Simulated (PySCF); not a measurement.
The electron affinity along group 13

All values are computed (PySCF 2.14, energy differences of UHF-based or UKS calculations, no spin-orbit coupling). Values in eV. The last column holds reference values (measured affinities from photodetachment; the arrow runs from anion to atom). Unmarked ones compare directly (S terms, centres of terms, or small fine structure); those marked * lie between the lowest fine-structure levels and include a spin-orbit shift.

```json
{"element": "B (x2c-TZVPPall with one added diffuse shell each of s, p, d type, spin-free X2C)", "configurations": "[He] 2s2 2p2 → [He] 2s2 2p1", "UHF": "-0.308", "PBE": "0.589", "PBE0": "0.458", "wB97X": "0.239", "MP2 (valence)": "0.186", "CCSD(T) (valence and next inner shell)": "0.213", "reference": "0.280"}
{"element": "Ga (x2c-TZVPPall with one added diffuse shell each of s, p, d type, spin-free X2C)", "configurations": "[Ar] 3d10 4s2 4p2 → [Ar] 3d10 4s2 4p1", "UHF": "-0.061", "PBE": "0.461", "PBE0": "0.408", "wB97X": "0.093", "MP2 (valence)": "0.234", "CCSD(T) (valence and next inner shell)": "0.293", "reference": "0.301 *"}
{"element": "In (x2c-TZVPPall with one added diffuse shell each of s, p, d, f type, spin-free X2C)", "configurations": "[Kr] 4d10 5s2 5p2 → [Kr] 4d10 5s2 5p1", "UHF": "0.079", "PBE": "0.527", "PBE0": "0.492", "wB97X": "0.220", "MP2 (valence)": "0.356", "CCSD(T) (valence and next inner shell)": "0.395", "reference": "0.384 *"}
{"element": "Tl (x2c-TZVPPall with one added diffuse shell each of s, p, d, f type, spin-free X2C)", "configurations": "[Xe] 4f14 5d10 6s2 6p2 → [Xe] 4f14 5d10 6s2 6p1", "UHF": "-0.008", "PBE": "0.467", "PBE0": "0.410", "wB97X": "0.112", "MP2 (valence)": "0.242", "CCSD(T) (valence and next inner shell)": "0.301", "reference": "0.320 *"}
```

Q: Fill in the row of Al (x2c-TZVPPall with one added diffuse shell each of s, p, d type, spin-free X2C) ([Ne] 3s2 3p2 → [Ne] 3s2 3p1).

A: UHF 0.011; PBE 0.564; PBE0 0.521; MP2 (valence) 0.343; CCSD(T) (valence and next inner shell) 0.389; reference 0.433 * (eV).

The highest occupied level of the anion is positive for B⁻ at PBE, PBE0; Al⁻ at PBE, PBE0; Ga⁻ at PBE, PBE0; In⁻ at PBE, PBE0; Tl⁻ at PBE, PBE0, so there the basis helps to hold the electron.

For Tl a determinant mixes LS terms or the coupling is close to jj, so these rows are model values.

"Valence" correlates the outer s and p shells and, in groups 3 to 12 and the f block, the outer d or f shell, open or full, or the next shell where the ion has no valence electron left; the wider scheme adds the next inner shell.
